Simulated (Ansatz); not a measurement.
**SiH5 (doublet): wave-function methods side by side at distance Si1–H5 along a hydrogen transfer = 1.485 Å, cc-pVTZ**

An exercise on one series of results from a longer session: the logs are not shown, and one member is left open.

Method: cc-pVTZ, core rule «outside noble gas», up to 5 orbitals frozen; program: Ansatz 0.2.0, Gaussian basis.

The runs, in order: UHF; CCSD(T) on ROHF; CCSD(T) on UHF; BCCD(T) on ROHF; CCSDT(Q) on ROHF; CCSDT(Q) on UHF; CASSCF and NEVPT2, 3 electrons in 3 orbitals; CASSCF and NEVPT2, 9 electrons in 9 orbitals.

**The geometry**

The geometry derives from fragments relaxed apart (PBE0/def2-TZVP) and kept rigid, so it is no stationary point. A hydrogen atom is moved between rigid fragments.

6 atoms, charge 0, spin multiplicity 2.

Atoms are counted from 1 here; the program's logs count them from 0.

Bond lengths: Si1–H2 1.485 Å, Si1–H3 1.485 Å, Si1–H4 1.485 Å, Si1–H5 1.485 Å. Angles: H2–Si1–H3 109.5°, H2–Si1–H4 109.5°, H2–Si1–H5 109.5°, H3–Si1–H4 109.5°, H3–Si1–H5 109.5°, H4–Si1–H5 109.5°.

As a file:

```xyz
6
H5Si
Si   -0.0870    0.0000    0.0000
H    -0.5819    1.3997    0.0000
H    -0.5819   -0.6999    1.2122
H    -0.5819   -0.6999   -1.2122
H     1.3976    0.0000    0.0000
H     2.7730    0.0000    0.0000
```

The first run:

Contents of in.yaml:

```yaml
crystal:
  periodic: [false, false, false]
  atoms:
    - {symbol: Si, position_ang: [-0.087025, 0.000000, 0.000000]}
    - {symbol: H, position_ang: [-0.581896, 1.399708, 0.000000]}
    - {symbol: H, position_ang: [-0.581896, -0.699854, 1.212183]}
    - {symbol: H, position_ang: [-0.581896, -0.699854, -1.212183]}
    - {symbol: H, position_ang: [1.397590, 0.000000, 0.000000]}
    - {symbol: H, position_ang: [2.772975, 0.000000, 0.000000]}
basis:
  gaussian: {orbitals: cc-pVTZ}
magnetization: {spin_polarized: true, initial_magnetization: 1}
hamiltonian: {xc: hf}
output: {orbitals: {seedname: orbitals}}
```

Command:

```
$ ansatz run in.yaml --threads 1 --pin off --events-out ev --progress --plain --max-ram 4096MiB --backend cpu
```

Among the steps run: UHF; CCSD(T) on ROHF; CCSD(T) on UHF; BCCD(T) on ROHF; CCSDT(Q) on ROHF; CCSDT(Q) on UHF; CASSCF and NEVPT2, 3 electrons in 3 orbitals; CASSCF and NEVPT2, 9 electrons in 9 orbitals.

One of the session's tables, all rows but one given; the rest of the session is left out.

```
        method  from UCCSDT(Q) (kcal/mol)
          ROHF                    +117.63
           UHF                    +116.43
          RMP2                     +23.29
          UMP2                     +23.08
         RCCSD                      +3.29
         UCCSD                      +3.27
      RCCSD(T)                      +0.60
      UCCSD(T)                      +0.59
       BCCD(T)                      +0.58
        RCCSDT                          ?
        UCCSDT                      +0.07
     RCCSDT(Q)                      +0.01
     UCCSDT(Q)                          0
   CASSCF pair                    +108.78
   NEVPT2 pair                     +24.24
CASSCF valence                     +81.94
NEVPT2 valence                     +25.60
```

Estimate the missing values for RCCSDT.

**Answer.** from UCCSDT(Q) (kcal/mol): +0.08. In the column «from UCCSDT(Q) (kcal/mol)» it lies between UCCSDT (+0.07) and BCCD(T) (+0.58).

Among the levels timed on like hardware and quicker than the yardstick, those that no quicker one beats, quickest first: NEVPT2 pair (6.5 s, +24.24 kcal/mol); UCCSD(T) (8.5 s, +0.59 kcal/mol); BCCD(T) (13 s, +0.58 kcal/mol).

Limits of these values: Of the multireference levels listed NEVPT2 pair comes nearest in total energy (+24.24 kcal/mol), which doesn't show that its space is the better one. Restricted and unrestricted rows rest on different reference determinants; where their highest levels disagree by more than a few hundredths of an eV, they describe different states and don't form one ladder.
